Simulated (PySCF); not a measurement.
# Telling isomers of C2H5N apart by NMR

One computed conformer, rapidly exchanging positions averaged, non-relativistic, no solvent. Geometry: PBE0-D3(BJ)/def2-SVP; spin–spin couplings from B3LYP/pcJ-1; shielding tensors at PBE0/pcSseg-1 (GIAO); PySCF 2.14.

δ = σ(ref) − σ, references computed at the same level: ¹H (31.27 ppm) and ¹³C (184.41 ppm) vs TMS. Multiplet labels drop J under 1 Hz and among equivalent protons, and merge close values. Unscaled 3J(H,H) run several per cent high. Shifts are as computed. Against solution values, carbons near 30 ppm lie about +2 ppm off and those near 130 ppm about +5 ppm. Of 1211 compounds with measured shifts, 218 miss one by over three times the rms of a fit or turn the order of signals round; such compounds aren't used in these exercises. OH and NH positions are gas-phase values without hydrogen bonding to other molecules.

(1) Tabulate the signals of `C1CN1`, `C=NC`, `[H]/N=C/C` and their relative energies.

(2) What is the quickest way to tell C1CN1 from [H]/N=C/C?

(3) What is the quickest way to tell C=NC from [H]/N=C/C?

(4) What is the quickest way to tell C1CN1 from C=NC?

Results:

(1) 
```tsv
SMILES	carbon types	δC	δH	E rel. (kcal/mol)
C1CN1	2×CH2	18.0	1.42 (s, 4H), -1.04 (br s, 1H)	17.6
C=NC	1×CH2 1×CH3	157.4, 53.2	7.49 (dq, 1H), 7.13 (dq, 1H), 3.48 (t, 3H)	9.1
[H]/N=C/C	1×CH 1×CH3	175.9, 27.8	10.01 (br s, 1H), 8.15 (q, 1H), 2.01 (d, 3H)	0.0
```

Energies are electronic energies at PBE0/pcSseg-1 on these geometries, without zero-point or thermal terms, each for the one conformer computed, which needn't be the lowest.

(2) Count the carbon signals: 1 against 2. The first has an aziridine ring carbon (CH2) at 18.0 ppm, the second a C=N carbon (CH) at 175.9 ppm. In the proton spectra the most deshielded non-exchanging signals are 1.42 (s, 4H) and 8.15 (q, J = 5.4 Hz, 1H).

(3) Both give the same number of carbon signals, but DEPT or the intensities differ. The first has a C=N carbon (CH2) at 157.4 ppm, the second a C=N carbon (CH) at 175.9 ppm. In the proton spectra the most deshielded non-exchanging signals are 7.49 (dq, J = 19.4, 2.3 Hz, 1H) and 8.15 (q, J = 5.4 Hz, 1H).

(4) Count the carbon signals: 1 against 2. The first has an aziridine ring carbon (CH2) at 18.0 ppm, the second a C=N carbon (CH2) at 157.4 ppm. In the proton spectra the most deshielded non-exchanging signals are 1.42 (s, 4H) and 7.49 (dq, J = 19.4, 2.3 Hz, 1H).
